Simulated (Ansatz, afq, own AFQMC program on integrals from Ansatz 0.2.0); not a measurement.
AFQMC on a folder of integrals that Ansatz 0.2.0 wrote.

```yaml
crystal:
  periodic: [false, false, false]
  atoms:
    - {symbol: N, position_ang: [0.000346, -0.000071, -0.066679]}
    - {symbol: H, position_ang: [0.938533, 0.012953, 0.313733]}
    - {symbol: H, position_ang: [-0.482601, 0.808210, 0.305505]}
    - {symbol: H, position_ang: [-0.460745, -0.820176, 0.307354]}
basis:
  gaussian: {orbitals: 6-31G}
total_charge: 1
magnetization: {spin_polarized: true, initial_magnetization: 1}
correlation: {method: ccsd_t, electrons: outside_noble_gas, hamiltonian_folder: ham}
```

```sh
$ ansatz run in.yaml --threads 1 --pin off --events-out ev --progress --plain --max-ram 1843MiB
```

afq runs on the folder ham with

```
--method phaseless --trial cisd --walkers 200 --populations 1 --least-time 40 --time-step 0.005 --steps-per-block 50 --equilibration-blocks 28 --max-blocks 300 --target-error 0.00032 --factor-cut 1e-05 --start spin_pure --seed 4385 --release-times 0.24,0.5,1,1.5 --release-step 0.02 --release-every 4 --taylor-order 6
```

Times are imaginary, in 1/Eh. The walk had a cap of 452 s.

Output of the walk:

```
orbitals 14  electrons 4 3  factors 88 of 228
reference energy -55.82608993 Eh
CCSD correlation -0.10353920 Eh in 8 cycles, weight of the determinant in the CISD state 0.9588
energy of the start -55.929566 Eh
 block  time / (1/Eh)  mean weight  energy / Eh
     1     0.250  0.9995  -55.928910
     2     0.500  1.0005  -55.929676
     3     0.750  1.0006  -55.930503
     4     1.000  0.9993  -55.930862
     5     1.250  1.0001  -55.929797
     7     1.750  1.0002  -55.931599
     9     2.250  1.0009  -55.930318
    13     3.250  1.0007  -55.930841
    21     5.250  1.0002  -55.929387
    29     7.250  0.9998  -55.929769
    37     9.250  1.0006  -55.931134
    45    11.250  0.9992  -55.929905
    53    13.250  1.0000  -55.930078
    61    15.250  1.0003  -55.930214
    69    17.250  0.9997  -55.931449
    77    19.250  1.0000  -55.931176
    85    21.250  1.0004  -55.930826
    93    23.250  0.9997  -55.929867
   101    25.250  0.9992  -55.930402
   109    27.250  0.9995  -55.930315
   117    29.250  1.0006  -55.930478
   125    31.250  1.0002  -55.930901
   133    33.250  0.9989  -55.930421
   141    35.250  0.9996  -55.935439
   149    37.250  0.9999  -55.931834
   157    39.250  1.0002  -55.931846
   165    41.250  1.0000  -55.931270
   173    43.250  1.0002  -55.929678
   181    45.250  1.0010  -55.931167
   185    46.250  1.0003  -55.930618
blocks merged  error / Eh  count
     1  0.000076  160
     2  0.000084  80
     4  0.000090  40
     8  0.000099  20
    16  0.000066  10
released: time / (1/Eh)  energy / Eh  error  mean overlap
  0.24  -55.930896  0.000110  1.0008
  0.50  -55.930757  0.000083  1.0025
  1.00  -55.930791  0.000072  1.0067
  1.50  -55.930831  0.000074  1.0080
energy -55.930888 +/- 0.000099 Eh
(rows thinned)
```

The run passed its tests (sampling time, drift between the halves within three errors, error under three times the target), which doesn't prove that it has relaxed.

Against this walk (error 2.7 meV) on the same determinant: CCSD(T) 11.9 meV higher, CCSDT(Q) 3.4 meV higher (within the noise), CCSDTQ 3.2 meV higher (within the noise), full CI (a separate run on its own orbitals, whose frozen core shifts it by up to a few meV) 3.4 meV higher (within the noise). The error is statistical and leaves out the bias of the constraint. Released to 1.50 1/Eh the energy moves by 2 ± 3 meV (both errors), within twice the noise.

Cautions: constraint bias not in the error; full CI with its own frozen core.

The walk took 100 s on 1 thread of Intel Xeon Platinum 8488C, with other jobs on the host. The log's last line is the phaseless energy.

CCSDT and higher add their correlation energy to the determinant of the CCSD(T) run, since their own runs factorise the integrals more tightly (a shift of under 2 meV). A walk keeps the symmetry of its determinant, which the program's search chose and which needn't be the lowest solution, so a lower state of the same spin and another symmetry isn't excluded.
